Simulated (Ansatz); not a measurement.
# H2Cl (doublet): from Hartree-Fock to the top rungs at distance H1–H2 along a hydrogen transfer = 0.828 Å, 6-31G

Aim: climb from Hartree-Fock through coupled cluster and multireference methods for H2Cl (doublet) at one geometry and basis, and see what each rung misses.

Method: 6-31G, core rule «outside noble gas», up to 5 orbitals frozen; program: Ansatz 0.2.0, Gaussian basis.

The runs, in order: UHF; CCSD(T) on ROHF; CCSD(T) on UHF; BCCD(T) on ROHF; CISD; CCSDT(Q) on ROHF; CCSDT(Q) on UHF; CISDTQ; CCSDTQ on ROHF; CCSDTQ on UHF; CASSCF and MRCISD+Q, 3 electrons in 3 orbitals; CASSCF and NEVPT2, 3 electrons in 3 orbitals; CASSCF and MRCISD+Q, 9 electrons in 6 orbitals; CASSCF and NEVPT2, 9 electrons in 6 orbitals; Full CI.

5 further runs of the same task are left out: 3 that didn't finish, 2 set aside as unsound or not needed.

**1. The geometry**

The geometry derives from fragments relaxed apart (PBE0/def2-TZVP) and kept rigid, so it is no stationary point. A hydrogen atom is moved between rigid fragments.

3 atoms, charge 0, spin multiplicity 2.

Atoms are counted from 1 here; the program's logs count them from 0.

Bond lengths: H1–H2 0.828 Å.

**2. UHF**

in.yaml reads:

```yaml
crystal:
  periodic: [false, false, false]
  atoms:
    - {symbol: H, position_ang: [0.000000, 0.000000, -1.168667]}
    - {symbol: H, position_ang: [0.000000, 0.000000, -0.340667]}
    - {symbol: Cl, position_ang: [0.000000, 0.000000, 1.509333]}
basis:
  gaussian: {orbitals: 6-31G}
magnetization: {spin_polarized: true, initial_magnetization: 1}
hamiltonian: {xc: hf}
output: {orbitals: {seedname: orbitals}}
```

On the command line:

```sh
> ansatz run in.yaml --threads 1 --pin off --events-out ev --progress --plain --max-ram 2393MiB
```

Further steps of the session: CCSD(T) on ROHF; CCSD(T) on UHF; BCCD(T) on ROHF; CISD; CCSDT(Q) on ROHF; CCSDT(Q) on UHF; CISDTQ; CCSDTQ on ROHF; CCSDTQ on UHF; CASSCF and MRCISD+Q, 3 electrons in 3 orbitals; CASSCF and NEVPT2, 3 electrons in 3 orbitals; CASSCF and MRCISD+Q, 9 electrons in 6 orbitals; CASSCF and NEVPT2, 9 electrons in 6 orbitals; Full CI.

Q: Predict the results of all the runs planned. Wanted: FCI below the RHF energy; RMP2 from FCI; UMP2 from FCI; RCCSD from FCI; RCCSD(T) from FCI; UCCSD(T) from FCI; RCCSDT(Q) from FCI; UCCSDT(Q) from FCI; NEVPT2 pair from FCI.

The runs gave:

```
                         quantity                                                                                                                                                       value
         FCI below the RHF energy                                                                                                                                                  -1.7260 eV
                    RMP2 from FCI                                                                                                                                                  +423.9 meV
                    UMP2 from FCI                                                                                                                                                  +403.6 meV
                   RCCSD from FCI                                                                                                                                                   +15.1 meV
                RCCSD(T) from FCI                                                                                                                                                    +2.7 meV
                UCCSD(T) from FCI                                                                                                                                                    +2.7 meV
               RCCSDT(Q) from FCI                                                                                                                                                    +0.1 meV
               UCCSDT(Q) from FCI                                                                                                                                                    -0.1 meV
             NEVPT2 pair from FCI                                                                                                                                                  +231.2 meV
           MRCISD+Q pair from FCI                                                                                                                                                   +22.4 meV
          NEVPT2 valence from FCI                                                                                                                                                  +343.9 meV
levels within 1 kcal/mol (43 meV)  RCCSD, UCCSD, RCCSD(T), UCCSD(T), BCCD(T), RCCSDT, UCCSDT, CISDTQ, RCCSDT(Q), UCCSDT(Q), RCCSDTQ, UCCSDTQ, MRCISD+Q pair, MRCISD valence, MRCISD+Q valence
                    T1 diagnostic                                                                                                                                                       0.020
   effectively unpaired electrons                                                                                                                                                        1.01
```

What this shows: RCCSD(T) lands +2.7 meV from the yardstick (0.2 % of the correlation energy). One determinant dominates. Of the multireference levels listed MRCISD+Q valence comes nearest in total energy (+20.7 meV), which doesn't show that its space is the better one. These misses are within one basis, not against nature; the frozen cores of restricted and unrestricted runs differ, which can shift their rows.
